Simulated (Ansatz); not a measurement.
We consider fcc Ni, described by PBE (plane waves, PAW; Ansatz, a quantum-chemistry and plane-wave program).

Settings: plane-wave cutoff 520 eV, 26×26×26 k mesh, Fermi–Dirac smearing 0.05 eV, spin-polarised with parallel moments, scalar-relativistic PAW data made under PBE.

Equation-of-state points:

```tsv
V (Å³/atom)	E − E_lowest (meV/atom)	P (GPa)
10.240	27.24	14.19
10.458	11.62	8.89
10.676	2.79	4.19
10.893	0.00	0.00
11.111	2.58	-3.73
11.329	9.95	-7.05
11.547	21.58	-10.00
```

Fit the third-order Birch–Murnaghan equation and give B0 and B′.

V0 = 10.893 Å³/atom, B0 = 197 GPa, B′ = 4.8 (fit to the energies at full precision).

Measured, for comparison: bulk modulus 192 GPa (0 K value with the zero-point phonon effect removed, our sources range from 186 to 195; as tabulated in Mejia-Rodriguez and Trickey (2018), arXiv:1807.09216); equilibrium volume per atom 10.79 Å³/atom (static lattice: zero-point anharmonic expansion removed; as tabulated in Mejia-Rodriguez and Trickey (2018), arXiv:1807.09216). Computed (rounded) less measured: bulk modulus +3 % (+1 % to +6 % over the range), equilibrium volume per atom +0.9 %.

The computed numbers hold no vibrational or temperature effects.

Cost on a shared machine: very roughly 2.8 core-minutes.
